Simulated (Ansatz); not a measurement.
A ladder of methods for Si3H8 (trisilane)

Si3H8 has 11 atoms, charge 0, and is taken as a singlet. SMILES: `[SiH3][SiH2][SiH3]`. The shape is that of a PBE0-D4/def2-TZVP optimisation.

Each level gives the vertical energy of the triplet above the singlet (eV). The values are calculated.

```csv
level,kind,program,value (eV),less CCSD(T)/6-31G*,CPU time (all runs)
HF/6-31G* (spherical functions),Hartree–Fock,Ansatz,6.69,+0.12,6.3 s
SVWN5/6-31G* (spherical functions),LDA,Ansatz,5.90,-0.67,7.1 s
revPBE/6-31G* (spherical functions),GGA,Ansatz,5.90,-0.67,13 s
r2SCAN/6-31G* (spherical functions),meta-GGA,Ansatz,6.11,-0.46,31 s
B3LYP/6-31G* (spherical functions),global hybrid,Ansatz,6.17,-0.40,15 s
CAM-B3LYP/6-31G* (spherical functions),range-separated hybrid,Ansatz,6.42,-0.15,17 s
wB97M-V/6-31G* (spherical functions),range-separated hybrid,Ansatz,6.42,-0.15,1.9 min
PBE-QIDH/6-31G* (spherical functions),double hybrid,Ansatz,6.54,-0.03,22 s
CCSD(T)/6-31G* (spherical functions),coupled cluster or CI,Ansatz,6.57,0.00,17 s
```

CCSD(T)/6-31G* (spherical functions) is the highest level here, not the true value. The values span 5.90 to 6.69 eV. A triplet this far above the singlet is often a Rydberg-like or dissociative state; sets without diffuse functions put Rydberg states too high. CPU times are rough (shared hosts, several kinds of processor): they show what a rung costs within a factor of a few.
